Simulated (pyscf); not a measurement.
Optimised with ωB97X-D3(BJ)/def2-SVP in PySCF.

Task: Estimate by transition-state theory the rate constant of H₃C–ZnH + HF → H₃C–Zn–F + H₂ (singlet surface; H–Zn, F–H broken, F–Zn, H–H formed) at 600 K, with ωB97M-D3(BJ)/def2-TZVP energies (ideal gas, 1 atm, RRHO with modes under 100 cm⁻¹ raised to 100, one conformer, R ln 2 for chiral ones without a mode under 150 cm⁻¹; no tunnelling).

Result: The electronic barrier is 7.8 kcal/mol and the thermal terms add +15.8, so ΔG‡ = 23.7 kcal/mol. With k_BT/h = 1.25e+13 s⁻¹ and RT = 1.192 kcal/mol, and a volume of 8.18e-20 cm³ per molecule at 1 atm, k = 2.4e-15 cm³ molecule⁻¹ s⁻¹. Wigner's tunnelling factor for 932i cm⁻¹ would be 1.21. A shift of 1 kcal/mol in the barrier changes k by a factor 2.3. On the reactant side the descent ends in a complex, 4.7 kcal/mol under the separated species and 11.4 kcal/mol under the saddle at ωB97X-D3(BJ)/def2-TZVP. At the saddle there is also a short H–Zn contact that neither side keeps. This is the saddle that the search found; another between the same sides may lie lower. Elements up to Kr have no core potential and no relativistic terms here.
